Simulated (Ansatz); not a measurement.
# AlBH6Si: single points off equilibrium

An exercise on one series of results from a longer session: the logs are not shown, and one member is left open.

Program: Ansatz 0.2.0, Gaussian basis. Level of theory: single points in def2-TZVPP. These are calculated values, not measurements.

Correlated methods freeze the cores.

**The system as given**

SMILES `[AlH2][BH][SiH3]`, 9 atoms, charge 0, spin multiplicity 1.

Atoms are counted from 1 here; the program's logs count them from 0.

Bond lengths: Al1–B2 2.057 Å, Al1–H4 1.567 Å, Al1–H5 1.501 Å, B2–Si3 2.002 Å, B2–H6 0.998 Å, Si3–H7 1.270 Å, Si3–H8 1.416 Å, Si3–H9 1.531 Å. Angles: B2–Al1–H4 123.5°, B2–Al1–H5 129.1°, H4–Al1–H5 107.3°, Al1–B2–Si3 115.5°, Al1–B2–H6 118.6°, Si3–B2–H6 125.9°, B2–Si3–H7 115.0°, B2–Si3–H8 114.4°, B2–Si3–H9 101.9°, H7–Si3–H8 110.2°, H7–Si3–H9 114.1°, H8–Si3–H9 100.1°.

As a file:

```
Al   -1.0801    1.0149   -1.1310
B     0.4151    0.8176    0.2678
Si    0.8031   -1.0568    0.8552
H    -1.8891   -0.1955   -1.7098
H    -1.5636    2.2511   -1.8321
H     0.8854    1.6393    0.5842
H     2.0019   -1.2674    1.2185
H     0.3865   -2.0551   -0.0590
H    -0.2322   -1.2614    1.9650
```

Set-up of the first run:

File run/in.yaml:

```yaml
crystal:
  periodic: [false, false, false]
  atoms:
    - {symbol: Al, position_ang: [-1.080100, 1.014900, -1.131000]}
    - {symbol: B, position_ang: [0.415100, 0.817600, 0.267800]}
    - {symbol: Si, position_ang: [0.803100, -1.056800, 0.855200]}
    - {symbol: H, position_ang: [-1.889100, -0.195500, -1.709800]}
    - {symbol: H, position_ang: [-1.563600, 2.251100, -1.832100]}
    - {symbol: H, position_ang: [0.885400, 1.639300, 0.584200]}
    - {symbol: H, position_ang: [2.001900, -1.267400, 1.218500]}
    - {symbol: H, position_ang: [0.386500, -2.055100, -0.059000]}
    - {symbol: H, position_ang: [-0.232200, -1.261400, 1.965000]}
basis:
  gaussian: {orbitals: def2-TZVPP}
correlation: {method: ccsd_t}
output: {forces: true}
```

The command line of these runs was not kept.

Steps of the session up to this table: CCSD(T)/def2-TZVPP; PBE0-D4/def2-TZVPP; wB97M-V/def2-TZVPP; r2SCAN-D4/def2-TZVPP; PBE-D4/def2-TZVPP; r2SCAN0-D4/def2-TZVPP; BLYP-D4/def2-TZVPP.

One of the session's tables, all rows but one given; the rest of the session is left out.

```
    method  RMS force component (eV/Å)  angle to CCSD(T) forces (°)  dipole (D)
   CCSD(T)                       2.706                    reference        1.56
   PBE0-D4                       2.733                          1.6        1.54
   wB97M-V                       2.664                          1.2        1.59
 r2SCAN-D4                       2.713                          1.8        1.56
    PBE-D4                       2.748                          3.0        1.52
r2SCAN0-D4                           ?                            ?           ?
   BLYP-D4                       2.662                          1.8        1.57
```

Estimate the missing values for r2SCAN0-D4.

**Answer.** RMS force component (eV/Å): 2.701; angle to CCSD(T) forces (°): 1.2; dipole (D): 1.57. In the column «RMS force component (eV/Å)» it lies between wB97M-V (2.664) and CCSD(T) (2.706).
